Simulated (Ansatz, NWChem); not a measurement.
**C3H6 (SMILES C1CC1): from total energies to a heat of formation**

C3H6 has 9 atoms, charge 0, and is taken as a singlet. SMILES: `C1CC1`. The coordinates come from a PBE0-D4/def2-TZVP relaxation.

Total energies at HF/3-21G (NWChem 7.3.0); the atoms run unrestricted:

```tsv
species	state	energy (Eh)
C3H6	singlet	-116.400359
C	triplet	-37.481070
H	doublet	-0.496199
```

Harmonic wavenumbers at PBE0-D4/def2-TZVP, in cm⁻¹: 741, 741, 858, 915, 915, 1054, 1054, 1088, 1154, 1210, 1210, 1238, 1466, 1466, 1520, 3151, 3151, 3159, 3229, 3229, 3250.

Measured heats of formation of the gaseous atoms at 298.15 K, in kJ/mol: C 716.9, H 218.0. Take 1 Eh = 2625.50 kJ/mol, 1 cm⁻¹ = 0.0119627 kJ/mol, RT = 2.479 kJ/mol.

Question: Work out the heat of formation of the gas at 298 K.

Answer: 
1. Electronic atomisation energy: 3 × (-37.481070) + 6 × (-0.496199) − (-116.400359) = 0.979955 Eh = 2572.9 kJ/mol.
2. Zero-point energy: half the sum of the wavenumbers, 17899.5 cm⁻¹ = 214.1 kJ/mol.
3. Thermal vibrational enthalpy, Σ hcν̃/(exp(hcν̃/kT) − 1): 1.4 kJ/mol. Translation, rotation and pV of a non-linear molecule: 4 RT = 9.9 kJ/mol.
4. The 9 free atoms carry 5/2 RT each: 55.8 kJ/mol.
5. Spin-orbit coupling lowers the free atoms by 3 × 0.02 = 0.1 kJ/mol.
6. Atomisation enthalpy at 298 K: 2572.9 − 0.1 − 214.1 − 1.4 − 9.9 + 55.8 = 2403.2 kJ/mol.
7. Sum of the atoms' heats of formation: 3458.7 kJ/mol. Heat of formation: 3458.7 − 2403.2 = +1055.5 kJ/mol.

The tabulated value is +53.6 kJ/mol (Active Thermochemical Tables), so this level is off by +1001.9 kJ/mol, or 29.4 % of the atomisation enthalpy. Hartree–Fock leaves out correlation, which is larger in the molecule than in the atoms, so it underbinds and puts the heat of formation too high. A basis without polarisation functions underbinds badly. Anharmonicity and any spin-orbit splitting of the molecule are left out.
